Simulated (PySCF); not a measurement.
Compound: 1,1-dichloro-2-fluoroethane, C2H3Cl2F.
SMILES: `FCC(Cl)Cl`

A linear-response calculation (PySCF, def2-SVPD basis, gas phase, vertical, core orbitals frozen in the response) gave these numbers; the functional is withheld.

Orbital energies (eV): HOMO-3 -11.67, HOMO-2 -11.56, HOMO-1 -10.96, HOMO -10.93, LUMO 1.39, LUMO+1 1.94, LUMO+2 2.33.

```csv
state,E (eV),f,"main configurations (H = HOMO, L = LUMO)"
S1,7.17,0.0002,H→L (85%)
S2,7.29,0.020,H-1→L (80%)
S3,7.54,0.0001,"H-2→L (54%), H→L+1 (35%)"
S4,7.72,0.0054,"H-3→L (45%), H-1→L+1 (41%)"
S5,8.22,0.0023,"H→L+1 (46%), H-2→L (34%)"
S6,8.35,0.0056,"H-3→L (45%), H-1→L+1 (38%)"
```

Triplets, Tamm–Dancoff:

```tsv
state	E (eV)	λ (nm)	main configurations (H = HOMO, L = LUMO)
T1	6.54	189.5	H-1→L (78%)
T2	6.57	188.8	H→L (73%), H-2→L+1 (9%)
T3	6.81	182.1	H-2→L (50%), H→L+1 (35%)
T4	6.97	178.0	H-3→L (51%), H-1→L+1 (33%)
```

Vertical ionisation energy by ΔSCF with the same functional: 11.44 eV. Mean static polarisability: 54.2 au.

Question: Name the functional.
A. PBE0
B. wB97X-D
C. PBE
D. HF

Answer: B. wB97X-D is range-separated, 22% exact exchange at short range and 100% at long range (ω = 0.2 bohr⁻¹). In this run −ε(HOMO) = 10.93 eV differs from the ΔSCF value by -0.50 eV, and S1 differs from the orbital gap of 12.32 eV by -5.15 eV. The ratio −ε(HOMO)/IP is 0.96. Small neutral molecules mostly give 0.89 to 0.99 with wB97X-D, 0.5 to 0.7 with PBE, 0.7 to 0.83 with PBE0; with Hartree–Fock the ratio is 1 or more (Koopmans' value less the relaxation energy is the ΔSCF value).

Theory: TDDFT wB97X-D/def2-SVPD, vertical, gas phase, core orbitals frozen in the response (PySCF 2.14.0, density-fitted response routines). Isolated species at its PBE0-D3(BJ)/def2-SVP geometry (one conformer only).

Hardware: one thread, x86-64 server, shared host. Cost: 69 s.

Conformer computed: `[F:1][CH2:2][CH:3]([Cl:4])[Cl:5]`: F1–C2–C3–Cl4 -176°.
